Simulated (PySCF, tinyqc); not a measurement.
Inside a calculation. Method: MP2 on RHF in the sto-3g basis, frozen core, for HF, spin multiplicity 1. The lowest restricted solution is unstable here: a spin-polarised one lies 0.0054 hartree lower (PySCF). One step of it, computed by the program tinyqc.

Task: Orthogonalisation. S = U s U^T; symmetric (Loewdin) form X = U s^(-1/2) U^T, so that X^T S X = 1.

overlap S, order 1F 1s, 1F 2s, 1F 2px, 1F 2py, 1F 2pz, 2H 1s:
$$\begin{pmatrix}
1.000000 & 0.237990 & 0.000000 & 0.000000 & 0.000000 & 0.021094 \\
0.237990 & 1.000000 & 0.000000 & 0.000000 & 0.000000 & 0.247736 \\
0.000000 & 0.000000 & 1.000000 & 0.000000 & 0.000000 & 0.000000 \\
0.000000 & 0.000000 & 0.000000 & 1.000000 & 0.000000 & 0.000000 \\
0.000000 & 0.000000 & 0.000000 & 0.000000 & 1.000000 & 0.219827 \\
0.021094 & 0.247736 & 0.000000 & 0.000000 & 0.219827 & 1.000000
\end{pmatrix}$$

Give: eigenvalues of S; X.

Result:

eigenvalues of S: [0.6249, 0.8540, 1.0000, 1.0000, 1.1268, 1.3943]

X, order 1F 1s, 1F 2s, 1F 2px, 1F 2py, 1F 2pz, 2H 1s:
$$\begin{pmatrix}
1.0226 & -0.1265 & 0.0000 & 0.0000 & -0.0027 & 0.0134 \\
-0.1265 & 1.0485 & 0.0000 & 0.0000 & 0.0228 & -0.1362 \\
0.0000 & 0.0000 & 1.0000 & 0.0000 & 0.0000 & 0.0000 \\
0.0000 & 0.0000 & 0.0000 & 1.0000 & 0.0000 & 0.0000 \\
-0.0027 & 0.0228 & 0.0000 & 0.0000 & 1.0197 & -0.1183 \\
0.0134 & -0.1362 & 0.0000 & 0.0000 & -0.1183 & 1.0452
\end{pmatrix}$$
